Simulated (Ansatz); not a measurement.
**CHBO (SMILES B1=CO1): molecular dynamics**

Aim: follow the atoms for 60 steps of 0.75 fs with a Langevin thermostat, with velocities drawn for 700 K.

Computed with Ansatz 0.2.0, Gaussian basis. Level: PBE-D4/6-31G.

### 1 Where the work starts

SMILES `B1=CO1`, 4 atoms, charge 0, spin multiplicity 1.

Atoms are counted from 1 here; the program's logs count them from 0.

Bond lengths: B1–C2 1.481 Å, B1–O3 1.427 Å, C2–O3 1.309 Å, C2–H4 1.079 Å. Angles: C2–B1–O3 53.4°, B1–C2–O3 61.2°, B1–C2–H4 161.3°, O3–C2–H4 119.3°, B1–O3–C2 65.4°.

Coordinates:

```xyz
4
charge 0, multiplicity 1
B    -1.1967   -0.3259    0.0784
C     0.1154    0.3601    0.1234
O     0.0879   -0.9407   -0.0186
H     0.9933    0.9065   -0.1832
```

### 2 Dynamics

md/in.yaml

```yaml
crystal:
  periodic: [false, false, false]
  atoms:
    - {symbol: B, position_ang: [-1.196700, -0.325940, 0.078370]}
    - {symbol: C, position_ang: [0.115440, 0.360060, 0.123430]}
    - {symbol: O, position_ang: [0.087910, -0.940660, -0.018600]}
    - {symbol: H, position_ang: [0.993350, 0.906540, -0.183200]}
basis:
  gaussian: {orbitals: 6-31G}
hamiltonian: {xc: pbe, dispersion: d4}
md: {n_steps: 60, timestep: 0.75, temperature: 700, ensemble: nvt_langevin, seed: 41, friction: 0.01, initial_velocities: maxwell_boltzmann}
```

Launch:

```console
$ ansatz run in.yaml --threads 2 --pin off --events-out ev --progress --plain --max-ram 3481MiB
```

What does the calculation give? Wanted: temperature at the start; mean temperature, second half; lowest and highest potential energy, from the first frame; largest change of potential + kinetic; bonds lost by distance.

The runs gave:

| quantity | value |
| --- | --- |
| length | 60 steps, 45.0 fs |
| temperature at the start | 525 K |
| mean temperature, second half | 1275 K |
| lowest and highest potential energy, from the first frame | -799 and 119 meV |
| largest change of potential + kinetic | 104.5 meV |
| bonds lost by distance | B1–O3 |

What this shows: The system runs downhill by 0.80 eV, and that energy turns into motion. The thermostat trades energy with the molecule, so the sum of potential and kinetic energy isn't conserved: it changes by -105 meV over the run. The mean temperature of the second half is still well above the 700 K set. The temperature runs between 247 and 2039 K. Under Langevin the temperature counts 3N degrees of freedom, more than the drawn velocities fill, so it starts at 525 K, not 700 K.
